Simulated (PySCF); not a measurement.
**CH2BCl (SMILES B[C]Cl): UPBE/cc-pVTZ**

What is the vertical ionisation energy of CH2BCl at UPBE/cc-pVTZ? 

The results are computed with PySCF 2.14.0.

### 1 The structure to begin with

The species is CH2BCl (5 atoms), meant as a triplet with charge 0. SMILES: `B[C]Cl`. Geometry: relaxed at GFN2-xTB.

Bond lengths: B1–C2 1.474 Å, C2–Cl3 1.628 Å, B1–H4 1.177 Å, B1–H5 1.169 Å. Angles: B1–C2–Cl3 141.8°, C2–B1–H4 120.1°, C2–B1–H5 119.8°, H4–B1–H5 120.1°.

### 2 A single-point energy at UPBE/cc-pVTZ

calc.py

```python
# B[C]Cl
from pyscf import gto, dft

mol = gto.Mole()
mol.atom = '''
B      0.782687     0.263371    -0.892933
C     -0.921128     0.530786     1.293952
Cl    -2.779088    -1.101937     3.123679
H      1.087972    -1.730177    -1.832600
H      1.829557     2.037956    -1.692117
'''
mol.max_memory = 1860
mol.verbose = 3
mol.spin = 2
mol.unit = 'bohr'
mol.basis = 'cc-pvtz'
mol.build()

mf = dft.UKS(mol, xc='pbe')
mf.grids.level = 4
mf.conv_tol = 1e-10
mf.kernel()
if not mf.converged:
    mf = mf.newton().run(mf.mo_coeff, mf.mo_occ)

e_final = mf.e_tot
print('E(%s) = %.9f' % ('PBE', e_final))
```

Launch:

```bash
$ OMP_NUM_THREADS=1 python calc.py
```

What it wrote:

```text
WARN: HOMO -0.193234878684137 >= LUMO -0.238101204251107

converged SCF energy = -523.97898031913  <S^2> = 2.0051349  2S+1 = 3.0034213
E(PBE) = -523.978980319
```

It took 25 s on 1 thread of Arm Neoverse V1, shared host; peak memory 0.67 GiB.

### 3 The doublet cation, same level

geometry.xyz

```xyz
5

B      0.414180     0.139370    -0.472520
C     -0.487440     0.280880     0.684730
Cl    -1.470630    -0.583120     1.652980
H      0.575730    -0.915570    -0.969770
H      0.968160     1.078440    -0.895430
```

job.py

```python
from pyscf import gto, dft

mol = gto.M(
    atom='geometry.xyz',
    spin=1,
    basis='cc-pvtz',
    verbose=4,
    charge=1,
    max_memory=1860,
)

ks = dft.UKS(mol, xc='pbe')
ks.conv_tol = 1e-10
ks.grids.level = 4
ks.kernel()
if not ks.converged:
    ks = ks.newton().run(ks.mo_coeff, ks.mo_occ)

etot = ks.e_tot
print('E = %.10f Eh' % etot)
```

Launch:

```bash
$ OMP_NUM_THREADS=1 python job.py
```

What it wrote:

```text
PySCF version 2.14.0

[... 114 lines left out ...]
converged SCF energy = -523.652677787141  <S^2> = 0.75567042  2S+1 = 2.0056624
E = -523.6526777871 Eh
```

Wall time 29 s (1 thread of Arm Neoverse V1, shared host); peak memory 0.67 GiB.

### 4 Outcome

Level: UPBE/cc-pVTZ.

```
                                          quantity          value
                      triplet CH2BCl: total energy  -523.97898 Eh
                     triplet CH2BCl: dipole moment         1.09 D
triplet CH2BCl: HOMO energy (highest over α and β)       -5.35 eV
 triplet CH2BCl: LUMO energy (lowest over α and β)       -4.71 eV
                              triplet CH2BCl: ⟨S²⟩          2.005
                      doublet cation: total energy  -523.65268 Eh
doublet cation: HOMO energy (highest over α and β)      -13.40 eV
 doublet cation: LUMO energy (lowest over α and β)      -12.34 eV
                              doublet cation: ⟨S²⟩          0.756
vertical ionisation energy (to the doublet cation)       8.879 eV
```

**Reading.** The vertical ionisation energy comes to 8.88 eV (205 kcal/mol). Mulliken charges (triplet CH2BCl) run from -0.11 on B1 to +0.10 on Cl3.
